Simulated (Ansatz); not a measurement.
A nudged elastic band was laid between two geometries of C₂H₂FS (6 atoms, charge 0, multiplicity 2).

Computed with Ansatz, UKS PBE0-D4/6-31G*.

```
movable images  : 7
climbing image  : yes
spring          : 5.0 eV/Å²
optimiser       : quadratic models (default)
start path      : through a guess of the saddle point
force threshold : 0.05 eV/Å
iteration limit : 60
end points      : relaxed
```

First end point:

```xyz
6
Properties=species:S:1:pos:R:3
F 1.432 0.065 -1.166
C 0.205 -0.428 -0.916
C -0.438 -0.256 0.220
S -0.039 0.304 1.767
H -0.199 -0.971 -1.766
H -0.961 1.287 1.862
```

Last end point:

```xyz
6
Properties=species:S:1:pos:R:3
F 1.393 -0.395 -0.953
C 0.123 -0.214 -0.661
C -0.304 0.198 0.569
S 0.713 0.531 1.873
H -0.540 -0.426 -1.496
H -1.385 0.305 0.669
```

(1) Which bonds break or form, and what moves?

(2) Give the energies along the band, and the barrier.

(3) What is the geometry of the highest image?

(4) What are the harmonic wavenumbers there?

Answers

(1) Bonds broken: S4–H6. Bonds formed: C3–H6.

(2) The forces met the threshold. The highest image is number 4 of 0 to 8, 1.40 eV above the first end and 2.86 eV above the last; the last end lies 1.46 eV below the first. A vibrational analysis at the climbing image gives one clearly imaginary mode, 1730i cm⁻¹: a first-order saddle point.

```tsv
image	path coordinate (Å)	energy (eV)	S4–H6 (Å)	C3–H6 (Å)
0	0.00	0.00	1.35	2.31
1	0.32	0.06	1.35	2.23
2	0.65	0.29	1.34	2.06
3	0.97	0.85	1.36	1.76
4	1.29	1.40	1.48	1.42
5	1.59	0.62	1.75	1.19
6	1.89	-0.57	2.04	1.09
7	2.19	-1.29	2.30	1.08
8	2.49	-1.46	2.43	1.09
```

(3) 
```xyz
6
Properties=species:S:1:pos:R:3:forces:R:3
F 1.469 -0.151 -1.177 0.00 0.00 0.00
C 0.186 -0.320 -0.805 0.01 0.00 -0.01
C -0.233 -0.081 0.421 0.00 0.00 0.01
S 0.135 0.515 1.975 0.00 0.00 0.00
H -0.445 -0.678 -1.612 0.00 0.00 0.00
H -1.113 0.716 1.199 0.00 0.00 0.00
```

(4) 1730i, 131, 276, 380, 654, 731, 801, 1127, 1339, 1744, 2109, 3254 cm⁻¹.

Run time: 2.2 min on 2 threads of Arm Neoverse V1, with other jobs on the host, peak memory 0.17 GiB.
